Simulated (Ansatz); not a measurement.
C₂H₆S₂ (`CSCS`). Total charge 0; spin multiplicity 1.

Z-matrix (Å, degrees):
```
C
S 1 1.794
H 1 1.092 2 111.3
H 1 1.090 2 106.9 3 119.0
H 1 1.091 2 110.2 3 -122.4
C 2 1.795 1 100.2 3 66.7
S 6 1.811 2 116.8 1 63.3
H 6 1.090 2 106.1 1 -173.4
H 6 1.092 2 110.5 1 -56.8
H 7 1.342 6 96.2 2 58.3
```

(1) List the harmonic frequencies (cm⁻¹, unscaled) at PBE0-D4/def2-TZVP in Ansatz. (An estimate is asked.)

(2) Is this a minimum?

(3) Give the ideal-gas thermochemistry at 298.15 K and 1 bar (rigid rotor, harmonic oscillator; point group C1, symmetry number 1).

(4) And at 400, 500, 600, 800 and 1000 K?

(5) Rotational constants (cm⁻¹)?

Answers

(1) Computed: 120, 162, 216, 238, 337, 656, 723, 764, 778, 940, 971, 1005, 1190, 1240, 1343, 1430, 1455, 1477, 2710, 3052, 3075, 3138, 3141, 3159.

(2) Yes, all 24 modes are real.

(3) Zero-point energy 199.3 kJ/mol; H(298) − E = 218.0 kJ/mol; entropy 326.9 J/(mol·K), of which translation 165.5, rotation 110.1, vibration 51.2; G(298) − E = 120.5 kJ/mol.

(4) 
```json
{"T (K)": "400", "H − E (kJ/mol)": "228.3", "S (J/mol/K)": "356.7", "G − E (kJ/mol)": "85.7"}
{"T (K)": "500", "H − E (kJ/mol)": "240.3", "S (J/mol/K)": "383.3", "G − E (kJ/mol)": "48.6"}
{"T (K)": "600", "H − E (kJ/mol)": "253.6", "S (J/mol/K)": "407.6", "G − E (kJ/mol)": "9.1"}
{"T (K)": "800", "H − E (kJ/mol)": "283.8", "S (J/mol/K)": "450.8", "G − E (kJ/mol)": "-76.9"}
{"T (K)": "1000", "H − E (kJ/mol)": "317.3", "S (J/mol/K)": "488.2", "G − E (kJ/mol)": "-170.9"}
```

(5) 0.2907, 0.08388, 0.07199.
